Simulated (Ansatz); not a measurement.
# Scan of [GeH3···H···H], doublet

Starting geometry:

```yaml
atoms:
  - { symbol: Ge, position_ang: [-0.0381, 0.0000, 0.0000] }
  - { symbol: H, position_ang: [-0.5496, 1.4466, 0.0000] }
  - { symbol: H, position_ang: [-0.5496, -0.7233, 1.2528] }
  - { symbol: H, position_ang: [-0.5496, -0.7233, -1.2528] }
  - { symbol: H, position_ang: [1.4962, 0.0000, 0.0000] }
  - { symbol: H, position_ang: [2.8999, 0.0000, 0.0000] }
```

From there atom H5 is moved from one fragment to the other while all else, the fragments' distance too, stays fixed; atoms are numbered as listed. Energies are in kcal/mol, counted from the starting geometry at the same level.

Basis cc-pVTZ; Ansatz 0.2.0. Only valence electrons are correlated (noble-gas cores and the filled d shells of p-block atoms frozen). R marks a restricted (for open shells ROHF) determinant, U an unrestricted one. No spin–orbit coupling is included, and no scalar relativity.

For open shells CISD is restricted-active-space CI with the open shells as a complete middle space.

Full CI isn't at hand for all of this; UCCSDT(Q) serves as the reference, and is uncertain by the last step of the cluster series or more. The frozen core follows each run's orbitals, which can shift R against U totals by a few meV for light atoms and by up to 0.1 eV past Ca.

```json
{"distance Ge1-H5 (Å)": "1.534", "UCCSDT(Q)": "0.0", "error UHF": "0.0", "error UMP2": "0.0", "error CISD": "0.0", "error UCCSD": "0.0", "error UCCSDT": "0.0", "error RCCSDT(Q)": "0.0"}
{"distance Ge1-H5 (Å)": "1.628", "UCCSDT(Q)": "-0.2", "error UHF": "1.6", "error UMP2": "0.9", "error CISD": "0.7", "error UCCSD": "0.1", "error UCCSDT": "0.0", "error RCCSDT(Q)": "0.0"}
{"distance Ge1-H5 (Å)": "1.817", "UCCSDT(Q)": "-0.7", "error UHF": "5.3", "error UMP2": "3.0", "error CISD": "2.1", "error UCCSD": "0.4", "error UCCSDT": "0.0", "error RCCSDT(Q)": "0.0"}
{"distance Ge1-H5 (Å)": "2.005", "UCCSDT(Q)": "-8.8", "error UHF": "6.6", "error UMP2": "2.7", "error CISD": "1.7", "error UCCSD": "0.2", "error UCCSDT": "0.0", "error RCCSDT(Q)": "0.1"}
{"distance Ge1-H5 (Å)": "2.193", "UCCSDT(Q)": "-16.7", "error UHF": "4.6", "error UMP2": "1.2", "error CISD": "0.6", "error UCCSD": "-0.1", "error UCCSDT": "0.0", "error RCCSDT(Q)": "0.1"}
```

Errors are those of relative energies. In total energy the starting point itself misses UCCSDT(Q) by: UHF 112.4, UMP2 22.1, CISD 9.3, UCCSD 3.1, UCCSDT 0.1, RCCSDT(Q) 0.0 kcal/mol.

Spread of the error over the points with a reference, to 2.193 Å (largest less smallest): UCCSDT 0.0, RCCSDT(Q) 0.1, UCCSD 0.5, CISD 2.1, UMP2 3.0, UHF 6.6 kcal/mol.
